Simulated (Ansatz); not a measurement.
System: bcc K. Method: PBE (plane waves, PAW; Ansatz, an electronic-structure program).

Settings: plane-wave cutoff 520 eV, 16×16×16 k mesh, Fermi–Dirac smearing 0.05 eV, scalar-relativistic PAW data made under PBE.

Computed at the level's own relaxed cell.

Problem. Estimate the volume per atom, bulk modulus B0, lattice parameter a and pressure derivative B′ of the bulk modulus that the calculation returns.

Solution. 
* **volume per atom**: 73.75 Å³/atom
* **bulk modulus B0**: 3.58 GPa
* **lattice parameter a**: 5.284 Å
* **pressure derivative B′ of the bulk modulus**: 3.8

The run finds no gap.

Measured, for comparison: equilibrium volume per atom 70.79 Å³/atom, lattice constant a 5.212 Å (low-temperature or extrapolated to 0 K; zero-point anharmonic expansion removed; as tabulated in Csonka et al. (2009), arXiv:0903.4037); bulk modulus 3.75 GPa (corrected for temperature and zero-point phonon effects; as tabulated in Levämäki et al. (2014), arXiv:1402.3671). Computed (rounded) less measured: equilibrium volume per atom +4.2 %, bulk modulus -5 %, lattice constant a +1.4 %.

Computing time: roughly 50 core-seconds.
